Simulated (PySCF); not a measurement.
# [SH5]+, singlet: computed properties

Level of theory: PBE0 in PySCF with S def2-TZVP, H def2-TZVP; no relativity; density-fitted integrals.

The structure is a minimum.

| Property | Result |
| --- | --- |
| Point group | C4v |
| Bond lengths | S–H 1.352 Å, S–H 1.403 Å (×4) |
| Bond angles | H–S–H 88.9° (×4), H–S–H 98.1° (×4), H–S–H 163.9° (×2) |
| Lowest empty level | -8.45 eV |
| Zero-point energy | 118.8 kJ/mol |
| Highest occupied level | -13.98 eV |
| Principal polarisabilities | 16.4, 25.2, 25.2 bohr³ |
| Entropy at 298.15 K and 1 bar | 220.3 J/(mol K) |
| Principal quadrupole moments (Buckingham, traceless) about the centre of mass | -0.50, -0.50, 1.00 D Å |
| Rotational symmetry number | 4 |
| Enthalpy at 298.15 K above 0 K | 11.17 kJ/mol |
| Rotational constants | 2.866, 2.866, 2.166 cm⁻¹ |
| Dipole moment about the centre of mass | 0.70 D |
| Heat capacity Cp at 298.15 K | 44.9 J/(mol K) |

Harmonic modes (masses in u: S 31.972, H 1.008):
| symmetry | ω (cm⁻¹) | IR (km/mol, summed over degenerate members) | μ (u) |
| --- | --- | --- | --- |
| b1 | 341 | 0.0 | 1.01 |
| e | 1019 | 9.2 | 1.04 |
| a1 | 1096 | 2.9 | 1.12 |
| e | 1523 | 78.2 | 1.05 |
| b2 | 1797 | 0.0 | 1.01 |
| b1 | 2162 | 0.0 | 1.01 |
| e | 2210 | 94.7 | 1.07 |
| a1 | 2303 | 0.3 | 1.01 |
| a1 | 2664 | 125 | 1.04 |

In C4v the vibrations span 2b1 + 3e + 3a1 + b2. The b1, b2 modes carry no infrared intensity, as symmetry demands.

Charges (e):
```
    atom  Mulliken  Löwdin  polar tensor  Mayer order to S1
      S1     -0.06    0.61          1.02                  –
      H2      0.30    0.15          0.21               0.89
H3,4,5,6      0.19    0.06         -0.06               0.80
```

Mulliken populations on S1: s 5.63, p 9.84, d 0.58, f 0.01.

Outer orbital energies (eV). occupied: -21.47, -21.47, -20.92, -13.98; empty: -8.45, -6.42, -3.83, -3.83.

Counting electrons, sulfur keeps none of its valence electrons outside its bonds, so the VSEPR class is AX5 and the expected shape is trigonal bipyramidal (D3h). The calculation gives C4v instead.

This need not be the most stable arrangement of these atoms.

The final relaxation and frequency run took about 40 core-seconds on a shared host.
